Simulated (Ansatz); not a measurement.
# The cluster In₃−: structure and electronic state

Aim: characterise the cluster In₃− as a singlet: its structure, frontier levels and distribution of charge.

Program: Ansatz 0.2.0, Gaussian basis. Level of theory: RKS PBE0-D4/def2-TZVPD. These are calculated values, not measurements.

Levels to be run: relaxation at PBE-D4/def2-SVPD; a search for the lowest solution at PBE0-D4/def2-SVP; a single point at PBE0-D4/def2-TZVPD.

3 further runs of the same task are left out: 1 that didn't finish, 2 set aside as unsound or not needed. Runs told in other sessions of the task aren't counted.

### 1 Where the work starts

3 atoms, charge -1, spin multiplicity 1.

Atoms are counted from 1 here; the program's logs count them from 0.

Bond lengths: In1–In2 2.949 Å, In1–In3 2.627 Å, In2–In3 2.947 Å. Angles: In2–In1–In3 63.5°, In1–In2–In3 52.9°, In1–In3–In2 63.6°.

As a file:

```xyz
3

In    1.49693    0.49932    0.10260
In   -1.39452    1.07218    0.02707
In   -0.10241   -1.57150   -0.12966
```

In takes a core potential in the def2 sets. No spin-orbit coupling is included. The ion is computed in the gas phase, without counter-ions or solvent.

The start is a GFN2-xTB geometry.

### 2 Optimising with PBE-D4/def2-SVPD

in.yaml

```yaml
crystal:
  periodic: [false, false, false]
  atoms:
    - {symbol: In, position_ang: [1.496930, 0.499320, 0.102600]}
    - {symbol: In, position_ang: [-1.394520, 1.072180, 0.027070]}
    - {symbol: In, position_ang: [-0.102410, -1.571500, -0.129660]}
basis:
  gaussian: {orbitals: def2-SVPD}
total_charge: -1
hamiltonian: {xc: pbe, dispersion: d4}
scf: {omitted_lower_state_checks: [starts]}
output: {orbitals: {seedname: orbitals}}
relax: {f_tol: 0.02, max_steps: 100}
```

The run is started by

```sh
> ansatz run in.yaml --threads 4 --pin off --events-out ev --progress --plain --max-ram 3916MiB
```

Further steps of the session: Searching for the lowest solution, PBE0-D4/def2-SVP; Single point, PBE0-D4/def2-TZVPD.

Q: Predict the results of all the runs planned. Wanted: point group; commonest bond; HOMO, LUMO at PBE0-D4/def2-TZVPD.

The runs gave:

```
                        quantity                            value
                     point group                              D3h
                  commonest bond  In–In, 3 of mean length 2.935 Å
HOMO, LUMO at PBE0-D4/def2-TZVPD                   -0.28, 1.17 eV
```

The molecule keeps its bonding pattern by the stored test; the atoms moved 0.13 Å (rms). No usable vibrations, so a minimum isn't proven. Whether this spin is the lowest isn't tested here.

The anion's highest level is positive in at least one run, so there the basis alone may hold the extra electron.
